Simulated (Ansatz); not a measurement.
# [B2H5]− (SMILES B[BH3-]): levels of theory compared

Wanted: a comparison of 6 runs (HF/STO-3G, HSE06/STO-3G, UB3LYP/STO-3G, r2SCAN0/STO-3G, RPA@PBE/STO-3G, MP2/STO-3G) of [B2H5]−. 

The calculation is run with Ansatz 0.2.0.

1 further run of the same task is left out (set aside as unsound or not needed).

**1. Starting point**

[B2H5]−: 7 atoms, total charge -1, spin state singlet. SMILES: `B[BH3-]`. The H4–B1 distance was set to 2.406 Å, away from the relaxed value. At this shape a bond of the SMILES string is far longer than usual.

Bond lengths: B1–B2 1.680 Å, B1–H3 1.204 Å, B2–H5 1.241 Å, B2–H6 1.241 Å, B2–H7 1.240 Å. Angles: B1–B2–H5 110.6°, B1–B2–H6 110.4°, B1–B2–H7 115.9°, B2–B1–H3 126.5°, H5–B2–H6 105.3°, H5–B2–H7 107.0°, H6–B2–H7 107.0°.

**2. A single-point energy at HF/STO-3G (run 1)**

Contents of molecule.yaml:

```yaml
crystal:
  periodic: [false, false, false]
  atoms:
    - symbol: B
      position_ang: [1.026370, 0.051062, 0.291213]
    - symbol: B
      position_ang: [0.696450, 1.478182, -0.532517]
    - symbol: H
      position_ang: [2.078510, -0.263658, 0.785853]
    - symbol: H
      position_ang: [-0.606320, -1.678230, 0.657480]
    - symbol: H
      position_ang: [0.284830, 1.236232, -1.678197]
    - symbol: H
      position_ang: [-0.225840, 2.094762, 0.024323]
    - symbol: H
      position_ang: [1.644170, 2.269622, -0.646977]
basis:
  gaussian: {orbitals: STO-3G}
total_charge: -1
hamiltonian: {xc: hf}
accuracy: high
```

Command:

```console
$ ansatz run molecule.yaml --threads 1 --pin off --max-ram 2610MiB --events-out events.jsonl --progress --plain --runs-dir runs
```

Standard output:

```text
Warning: RAYON_NUM_THREADS=1 ignored (pool sized by the plan → 1); use --threads N
Functional definition: HF
  name "HF"
  exchange = exact_x
  correlation = 0
252 factors; integrals over basis functions are off by at most 3.0e-8 eV
mean field evaluation 1: about -1390.0021 eV, gradient 2.2e1 eV
mean field evaluation 2: about -1390.0438 eV, gradient 2.2e1 eV
mean field evaluation 4: about -1394.1882 eV, gradient 2.7e0 eV
mean field evaluation 8: about -1394.2292 eV, gradient 7.0e-2 eV
mean field -1394.22922555 eV, -51.2369789963 hartree, gradient 8.9e-9 eV, S^2 0.000000; 0 other end points of the search recorded, 0 dependent functions left out
reference -1394.22922555 eV, -51.2369789963 hartree; 8, 8 occupied and 7, 7 virtual orbitals, 252 factors
Total energy: -1394.22922555 eV, -51.2369789963 hartree
```

Wall time 0.08 s (1 thread of Arm Neoverse V1, shared host).

**3. A single-point energy at HSE06/STO-3G (run 2)**

molecule.yaml: that of step 2 with these lines changed.

```diff
@@ -18,5 +18,7 @@
 basis:
-  gaussian: {orbitals: STO-3G}
+  gaussian:
+    orbitals: STO-3G
 total_charge: -1
-hamiltonian: {xc: hf}
+hamiltonian:
+  xc: {name: HSE06}
 accuracy: high
```

Command:

```console
$ ansatz run molecule.yaml --threads 1 --pin off --max-ram 2610MiB --events-out events.jsonl --progress --plain --runs-dir runs
```

Standard output:

```text
Warning: RAYON_NUM_THREADS=1 ignored (pool sized by the plan → 1); use --threads N
Functional definition: HSE06
  name "HSE06"
  parameter a = 0.25
  parameter omega = 0.11/bohr
  exchange = pbe_x - a*pbe_x_sr(omega) + a*exact_x_sr(omega)
  correlation = pbe_c
252 factors; integrals over basis functions are off by at most 3.0e-8 eV
66 factors; integrals over basis functions are off by at most 2.7e-10 eV
mean field evaluation 1: about -1401.3427 eV, gradient 2.2e1 eV
mean field evaluation 2: about -1384.9615 eV, gradient 4.8e1 eV
mean field evaluation 4: about -1405.8805 eV, gradient 2.1e0 eV
mean field evaluation 8: about -1405.9096 eV, gradient 1.0e-1 eV
mean field evaluation 16: about -1405.8283 eV, gradient 2.8e-6 eV
mean field -1405.82826860 eV, -51.6632359663 hartree, gradient 3.8e-8 eV, S^2 0.000000; 0 other end points of the search recorded, 0 dependent functions left out
reference -1405.82827060 eV, -51.6632360399 hartree; 8, 8 occupied and 7, 7 virtual orbitals, 252 factors
Total energy: -1405.82827060 eV, -51.6632360399 hartree
```

Run time: 1.3 s. Hardware: 1 thread of Arm Neoverse V1, shared host; peak memory 0.093 GiB.

Runs 3 to 5 aren't shown in full; the table further down has their settings and results.

**4. A single-point energy at MP2/STO-3G (run 6)**

Contents of molecule.yaml:

```yaml
crystal:
  periodic: [false, false, false]
  atoms:
    - {symbol: B, position_ang: [1.026370, 0.051062, 0.291213]}
    - {symbol: B, position_ang: [0.696450, 1.478182, -0.532517]}
    - {symbol: H, position_ang: [2.078510, -0.263658, 0.785853]}
    - {symbol: H, position_ang: [-0.606320, -1.678230, 0.657480]}
    - {symbol: H, position_ang: [0.284830, 1.236232, -1.678197]}
    - {symbol: H, position_ang: [-0.225840, 2.094762, 0.024323]}
    - {symbol: H, position_ang: [1.644170, 2.269622, -0.646977]}
basis:
  gaussian: {orbitals: STO-3G}
total_charge: -1
correlation: {method: mp2, frozen_orbitals: {B: 1, H: 0}}
accuracy: high
```

Command:

```console
$ ansatz run molecule.yaml --threads 1 --pin off --max-ram 2610MiB --events-out events.jsonl --progress --plain --runs-dir runs
```

Standard output, shortened:

```text
Warning: RAYON_NUM_THREADS=1 ignored (pool sized by the plan → 1); use --threads N
[... 2 set-up lines as earlier in the session ...]
[...]
252 factors; integrals over basis functions are off by at most 3.0e-8 eV
[...]
mean field -1394.22922555 eV, -51.2369789963 hartree, gradient 8.9e-9 eV, S^2 0.000000; 0 other end points of the search recorded, 0 dependent functions left out; unrestricted orbitals would lower it
[...]
unrestricted determinant -1395.88341982 eV, -51.2977695148 hartree, S^2 0.8255
2 core orbitals not correlated: weight in the atoms' cores, before any rotation towards them, 1.000 or more for the frozen orbitals, at most 0.000 for the correlated occupied ones
reference -1394.22922555 eV, -51.2369789963 hartree; 6, 6 occupied and 7, 7 virtual orbitals, 252 factors
second order -3.18288235 eV of doubles, -0.00000000 eV of singles
Total energy: -1397.41210790 eV, -51.3539477654 hartree
```

Wall time 0.1 s (1 thread of Arm Neoverse V1, shared host).

**5. All runs side by side**

| run | level | frozen core orbitals | energy (Eh) | wall time |
| --- | --- | --- | --- | --- |
| 1 | HF/STO-3G | – | -51.236979 | 0.08 s |
| 2 | HSE06/STO-3G | – | -51.663236 | 1.3 s |
| 3 | UB3LYP/STO-3G | – | -51.781672 | 3.3 s |
| 4 | r2SCAN0/STO-3G | – | -51.699653 | 2 s |
| 5 | RPA@PBE/STO-3G | 2 | -51.482211 | 1.9 s |
| 6 | MP2/STO-3G | 2 | -51.353948 | 0.1 s |

**6. Summary of results**

| quantity | value |
| --- | --- |
| run 6: total energy | -51.35395 Eh |
| run 6: correlation energy (2 core orbitals frozen) | -117.0 mEh |

**Reading.** Totals of different functionals can't be ranked against each other. In runs 5, 6 the log says that unrestricted orbitals would lower the reference, so the values rest on an unstable closed-shell determinant (other closed-shell runs at this shape may share the fault). In runs 1, 2, 3, 4, 5, 6 the basis is minimal, so the values are rough. Spin contamination of the reference: run 3 ⟨S²⟩ = 0.34. All runs together took 8.7 s, the longest 3.3 s.
